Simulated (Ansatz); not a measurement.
in.yaml

```yaml
crystal:
  periodic: [false, false, false]
  atoms:
    - {symbol: Al, position_ang: [0.000000, -0.020535, -1.190599]}
    - {symbol: Al, position_ang: [0.000000, -0.020535, 1.354501]}
    - {symbol: H, position_ang: [0.000000, 2.538331, -2.481397]}
    - {symbol: H, position_ang: [0.000000, -1.438935, -1.906099]}
basis:
  gaussian: {orbitals: 6-31G}
magnetization: {spin_polarized: true, initial_magnetization: 2}
correlation: {method: ccsdt_q, electrons: outside_noble_gas}
```

```sh
$ ansatz run in.yaml --threads 1 --pin off --events-out ev --progress --plain --max-ram 2393MiB
```

The program prints:

```
606 factors; integrals over basis functions are off by at most 1.4e-7 eV
mean field evaluation 1: about -13189.5484 eV, gradient 7.6e0 eV
mean field evaluation 2: about -13189.5534 eV, gradient 7.6e0 eV
mean field evaluation 4: about -13191.2743 eV, gradient 2.7e0 eV
mean field evaluation 8: about -13191.9804 eV, gradient 2.4e-1 eV
mean field evaluation 16: about -13190.9259 eV, gradient 5.1e0 eV
mean field evaluation 32: about -13191.9874 eV, gradient 1.9e-6 eV
mean field evaluation 64: about -13191.9874 eV, gradient 1.4e-5 eV
mean field evaluation 96: about -13191.8062 eV, gradient 1.2e-6 eV
mean field evaluation 128: about -13191.6500 eV, gradient 6.9e-2 eV
mean field evaluation 160: about -13191.6502 eV, gradient 1.7e-5 eV
...
cycle  40  -2.35082668 eV  change   -3.4e-6 eV  update   2.7e-6
cycle  41  -2.35083008 eV  change   -3.4e-6 eV  update   2.2e-6
cycle  42  -2.35083288 eV  change   -2.8e-6 eV  update   1.7e-6
cycle  43  -2.35083432 eV  change   -1.4e-6 eV  update   1.3e-6
cycle  44  -2.35083561 eV  change   -1.3e-6 eV  update   1.0e-6
cycle  45  -2.35083742 eV  change   -1.8e-6 eV  update   8.5e-7
cycle  46  -2.35083871 eV  change   -1.3e-6 eV  update   6.3e-7
cycle  47  -2.35083982 eV  change   -1.1e-6 eV  update   4.9e-7
cycle  48  -2.35084063 eV  change   -8.1e-7 eV  update   4.0e-7
cycle  49  -2.35084115 eV  change   -5.2e-7 eV  update   2.7e-7
perturbative correction -0.00957242 eV, -0.0003517801 hartree
Total energy: -13194.34776643 eV, -484.8833369661 hartree
```

For the same geometry and basis full CI lies 5.4 meV lower.

Ran on 1 thread of Intel Xeon 6975P-C, shared host: 8 s wall, 0.16 GiB peak host memory.
